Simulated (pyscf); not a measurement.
Optimised with ωB97X-D3(BJ)/def2-SVP in PySCF.

Question: For the elementary gas-phase step H₃C–CH₂–Be–NH₂ + H₃C–CH₃ → H₃C–CH₂–Be–CH₂–CH₃ + NH₃ (singlet surface; Be–N, C–H broken, Be–C, H–N formed), what barrier and reaction energy does PBE0-D3(BJ)/def2-TZVP give, measured from the separated reactants?

Answer: ΔE‡ = 32.8 kcal/mol, ΔE = +27.0 kcal/mol. ωB97M-D3(BJ)/def2-TZVP gives 37.1 kcal/mol and +27.7 kcal/mol. Zero-point energy shifts the barrier by -1.1 kcal/mol. It is a four-centre exchange, with an imaginary mode of 1523i cm⁻¹. On the product side the descent ends in an adduct with a Be–N contact (not fully relaxed), 21.5 kcal/mol under the separated species and 30.9 kcal/mol under the saddle at ωB97X-D3(BJ)/def2-TZVP. What is counted as broken (Be–N) persists as a longer contact in the product adduct; parting that adduct is a step of its own. At the saddle there is also a short Be–H contact that neither side keeps. This is the saddle that the search found; another between the same sides may lie lower.
